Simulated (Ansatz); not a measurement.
A run of Ansatz (development build ahead of 0.2.0) on doublet C₃H₅ at this shape:

```yaml
atoms:
  - { symbol: C, position_ang: [0.0200, -0.0446, -0.4311] }
  - { symbol: C, position_ang: [-0.0087, 1.2566, 0.1547] }
  - { symbol: C, position_ang: [-0.0216, -1.2571, 0.1601] }
  - { symbol: H, position_ang: [-0.0208, 0.0168, -1.5811] }
  - { symbol: H, position_ang: [0.0250, 2.1212, -0.3745] }
  - { symbol: H, position_ang: [0.0076, 1.2556, 1.3124] }
  - { symbol: H, position_ang: [0.0086, -2.1999, -0.3353] }
  - { symbol: H, position_ang: [-0.0088, -1.2545, 1.2658] }
```

Its results:

```json
{"Converged": "yes", "Reference energy": "-115.03342 hartree", "Correlation energy": "-0.12982 hartree", "Total energy": "-115.16324 hartree", "Spin squared of the determinant": "1.066"}
```

(1) Which input gives this output? Name the method, the orbitals and the basis set, and write the input.

Answers

(1) UHF-MP2 in STO-3G.

```yaml
crystal:
  periodic: [false, false, false]
  atoms:
    - { symbol: C, position_ang: [0.01999, -0.04456, -0.43115] }
    - { symbol: C, position_ang: [-0.00871, 1.2566, 0.15468] }
    - { symbol: C, position_ang: [-0.0216, -1.25711, 0.16009] }
    - { symbol: H, position_ang: [-0.02084, 0.01683, -1.58109] }
    - { symbol: H, position_ang: [0.02503, 2.12118, -0.37455] }
    - { symbol: H, position_ang: [0.0076, 1.25561, 1.31245] }
    - { symbol: H, position_ang: [0.00857, -2.19995, -0.33529] }
    - { symbol: H, position_ang: [-0.00884, -1.25452, 1.26581] }
basis:
  gaussian: { orbitals: STO-3G }
magnetization:
  spin_polarized: true
  initial_magnetization: 1
hamiltonian:
  xc: hf
correlation:
  method: mp2
  frozen_orbitals: { C: 1, H: 0 }
```

Caution: the unrestricted determinant is spin contaminated.
